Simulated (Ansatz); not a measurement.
Geometry optimisation of the cluster P4.

```yaml
crystal:
  periodic: [false, false, false]
  atoms:
    - {symbol: P, position_ang: [-1.306112, 0.314884, 0.123586]}
    - {symbol: P, position_ang: [0.729153, 0.770111, 0.834036]}
    - {symbol: P, position_ang: [0.395966, 0.214572, -1.271818]}
    - {symbol: P, position_ang: [0.180994, -1.299567, 0.314196]}
basis:
  gaussian: {orbitals: def2-TZVP}
magnetization: {spin_polarized: true, initial_magnetization: 2}
hamiltonian: {xc: {name: B3LYP}, dispersion: d4}
scf: {lower_state_search: "off"}
output: {orbitals: {seedname: orbitals}}
relax: {f_tol: 0.02, max_steps: 100}
```

```sh
$ ansatz run in.yaml --threads 4 --pin off --events-out ev --progress --plain --max-ram 3916MiB
```

Shortened log:

```
Functional definition: B3LYP
mean field -37154.44355685 eV, -1365.4006165277 hartree, gradient 4.4e-6 eV, S^2 2.009142; 0 other end points of the search recorded, 0 dependent functions left out
relax step   1: F+E_penalty+E_count = -37154.85476858 eV  Δ(F+E_penalty+E_count) = +0.000e0 eV  max|allowed force component| = 5.443e0 eV/Å  Δτ_max = 0.0000 Å  (33 SCF iters, accepted)
mean field -37156.08143649 eV, -1365.4608074944 hartree, gradient 2.7e-6 eV, S^2 2.010518; 0 other end points of the search recorded, 0 dependent functions left out
relax step   2: F+E_penalty+E_count = -37156.49113039 eV  Δ(F+E_penalty+E_count) = -1.636e0 eV  max|allowed force component| = 3.187e0 eV/Å  Δτ_max = 0.1664 Å  (24 SCF iters, accepted)
mean field -37156.99523046 eV, -1365.4943888034 hartree, gradient 2.2e-6 eV, S^2 2.010131; 0 other end points of the search recorded, 0 dependent functions left out
relax step   3: F+E_penalty+E_count = -37157.40621040 eV  Δ(F+E_penalty+E_count) = -9.151e-1 eV  max|allowed force component| = 9.926e-1 eV/Å  Δτ_max = 0.2000 Å  (25 SCF iters, accepted)
mean field -37157.10986350 eV, -1365.4986014900 hartree, gradient 2.0e-6 eV, S^2 2.010216; 0 other end points of the search recorded, 0 dependent functions left out
relax step   4: F+E_penalty+E_count = -37157.53193070 eV  Δ(F+E_penalty+E_count) = -1.257e-1 eV  max|allowed force component| = 2.314e-1 eV/Å  Δτ_max = 0.0945 Å  (22 SCF iters, accepted)
mean field -37157.11417019 eV, -1365.4987597579 hartree, gradient 2.7e-6 eV, S^2 2.010283; 0 other end points of the search recorded, 0 dependent functions left out
relax step   5: F+E_penalty+E_count = -37157.53767594 eV  Δ(F+E_penalty+E_count) = -5.745e-3 eV  max|allowed force component| = 2.671e-2 eV/Å  Δτ_max = 0.0234 Å  (21 SCF iters, accepted)
mean field -37157.11420009 eV, -1365.4987608567 hartree, gradient 1.0e-6 eV, S^2 2.010292; 0 other end points of the search recorded, 0 dependent functions left out
relax step   6: F+E_penalty+E_count = -37157.53772454 eV  Δ(F+E_penalty+E_count) = -4.859e-5 eV  max|allowed force component| = 8.449e-3 eV/Å  Δτ_max = 0.0009 Å  (17 SCF iters, accepted)
Total energy: -37157.53794707 eV, -1365.5143332709 hartree
Atom 0 at    -1.616506     0.068942    -0.153282 Å, force    -0.008297     0.003525     0.002240 eV/Å
Atom 1 at     1.207322     0.700545     0.832435 Å, force     0.003183     0.006092     0.006248 eV/Å
Atom 2 at     0.314664     0.390546    -1.151669 Å, force     0.003074    -0.001168    -0.008057 eV/Å
Atom 3 at     0.094521    -1.160033     0.472516 Å, force     0.002040    -0.008449    -0.000431 eV/Å
Dipole moment:    -0.009233     0.017363     0.015324 e Å
Checks for a lower state left out: stability, starts, cluster_reference, orbital_swaps, neighbouring_geometries, increment
```

It took 20 s on 4 threads of Arm Neoverse V1 on a shared host.

At B3LYP-D4/def2-TZVP a singlet of charge 0 lies 1.90 eV below the triplet, each at its own geometry. The structure comes from a short search, and lower isomers may exist.
